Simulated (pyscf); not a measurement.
Single points on ωB97X-D3(BJ)/def2-SVP structures (PySCF, gas phase). MP2 and CC: frozen core, UHF for open shells. ΔMP2 is the change of the MP2 total energy from the triple- to the quadruple-zeta basis.

F–SiH₂• + ammonia (NH₃) → H₂N–SiH₂–F + H atom (H•)
Surface: doublet. Broken: H–N. Formed: N–Si. Give ΔE‡ and ΔE from CCSD(T)/def2-TZVPP + ΔMP2(QZVPP), relative to the separated reactants.

ΔE‡ = 0.79 eV, ΔE = -0.10 eV. Zero-point energy shifts the barrier by -0.07 eV. It is a substitution at N, with an imaginary mode of 1896i cm⁻¹. On the reactant side the descent ends in a complex, 0.30 eV under the separated species and 1.12 eV under the saddle at ωB97X-D3(BJ)/def2-TZVP. This is the saddle that the search found; another between the same sides may lie lower. The angle at the attacked N is 130°. The CCSD(T) − MP2 part came from Ansatz, without density fitting, on the same reference.
